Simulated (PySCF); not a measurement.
Structure with atom numbers: `[CH2:1]1[CH2:2][CH2:3][O:4][CH2:5]1`. Hydrogens are named by the atom that carries them.

GIAO shifts from PySCF on PBE0-D3(BJ)/def2-SVP geometries (one conformer, non-relativistic, equivalent nuclei averaged), against TMS at the same level and in the same medium; PCM means IEF-PCM chloroform.

Measured (solution, CDCl3, 298 K; Fulmer et al., Organometallics 2010, 29, 2176): C3/C5 68.0, C1/C2 25.6, H(C3)/H(C5) 3.76, H(C1)/H(C2) 1.85 ppm.

**Question.** Which unscaled values do CAM-B3LYP/pcSseg-2, gas; PBE0/pcSseg-1, PCM; WP04/pcSseg-1, PCM; wB97X-D/pcSseg-1, PCM give, and how close are they?

**Answer.** 
```json
{"atoms": "C3/C5", "measured": "68.0", "CAM-B3LYP/pcSseg-2, gas": "72.5", "PBE0/pcSseg-1, PCM": "70.4", "WP04/pcSseg-1, PCM": "72.9", "wB97X-D/pcSseg-1, PCM": "70.2"}
{"atoms": "C1/C2", "measured": "25.6", "CAM-B3LYP/pcSseg-2, gas": "30.7", "PBE0/pcSseg-1, PCM": "29.4", "WP04/pcSseg-1, PCM": "31.7", "wB97X-D/pcSseg-1, PCM": "29.2"}
{"atoms": "H(C3)/H(C5)", "measured": "3.76", "CAM-B3LYP/pcSseg-2, gas": "3.80", "PBE0/pcSseg-1, PCM": "3.77", "WP04/pcSseg-1, PCM": "3.63", "wB97X-D/pcSseg-1, PCM": "3.72"}
{"atoms": "H(C1)/H(C2)", "measured": "1.85", "CAM-B3LYP/pcSseg-2, gas": "1.80", "PBE0/pcSseg-1, PCM": "1.71", "WP04/pcSseg-1, PCM": "1.66", "wB97X-D/pcSseg-1, PCM": "1.68"}
```

Mean absolute error for 13C: CAM-B3LYP/pcSseg-2, gas 4.8, PBE0/pcSseg-1, PCM 3.1, WP04/pcSseg-1, PCM 5.5, wB97X-D/pcSseg-1, PCM 2.9 ppm.

Mean absolute error for 1H: CAM-B3LYP/pcSseg-2, gas 0.05, PBE0/pcSseg-1, PCM 0.08, WP04/pcSseg-1, PCM 0.16, wB97X-D/pcSseg-1, PCM 0.10 ppm.
